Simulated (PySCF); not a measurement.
## How the method moves the proton affinities of N,N-dimethylthioformamide

Structure: `CN(C)C=S` (C3H7NS). Atom numbers as in the mapped SMILES `[CH3:1][N:2]([CH3:3])[CH:4]=[S:5]`.

All levels share the PBE0-D3(BJ)/def2-SVP structures and the PBE0-D3(BJ)/def2-SVP thermal terms; only the single-point energies (PySCF) change. Values are proton affinities (298 K, kJ/mol).

Measured (NIST Chemistry WebBook): proton affinity (−ΔH) 906 kJ/mol.

```tsv
level	N2	time
LC-ωPBE/def2-SVPD	802	58 s
OPBE/def2-TZVP	808	77 s
LC-ωPBE/ma-def2-TZVP	811	66 s
ωB97X-D3(BJ)/def2-TZVP	823	–
```

Times are wall times for all single points of a level on 1 thread of Arm Neoverse V2, a shared host; the dash marks the run that also made the structures. LC-ωPBE, OPBE ran on a slower path of this set-up, which computes the density-fitting integrals anew in every SCF cycle while the other levels store them. So the times needn't show the usual order of cost, and those levels read slower than they are.

The spread: 21 kJ/mol, from 802 to 823.

Caveats: S5 is not listed: the run failed or kept an imaginary mode, or the ion rearranged or equalled another; a site not listed may be the best one.
